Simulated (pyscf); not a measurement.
O=CH–OH + SiH₄ -> HO–CH₂–O–SiH₃, gas phase, singlet surface. Optimised with ωB97X-D3(BJ)/def2-SVP in PySCF. Correlated levels are frozen-core, on RHF or UHF. ΔMP2 is the change of the MP2 total energy from the triple- to the quadruple-zeta basis. ΔG in kcal/mol from CCSD(T)/def2-TZVPP + ΔMP2(QZVPP) energies (ideal gas, 1 atm, RRHO with modes under 100 cm⁻¹ raised to 100, one conformer, R ln 2 for chiral ones without a mode under 150 cm⁻¹).

```tsv
T (K)	ΔG
298	-10.9
600	?
900	+8.7
1200	+18.1
```

Fit a line to the three values, predict ΔG at 600 K, and estimate where the reaction turns unfavourable at 1 atm of each gas.

Least squares gives ΔG = -20.5 + 32.2 × T/1000 K, so ΔS is about -135 J/(mol K) and ΔH about -20.5 kcal/mol over this range (ΔH at 298 K: -20.9). At 600 K the line gives -1.2; the computed value is -0.9. ΔG = 0 falls near 640 K; 1 kcal/mol in the energy moves that by 31 K. This is thermodynamics alone and says nothing of the barrier. The CCSD(T) − MP2 part came from Ansatz, without density fitting, on the same reference.
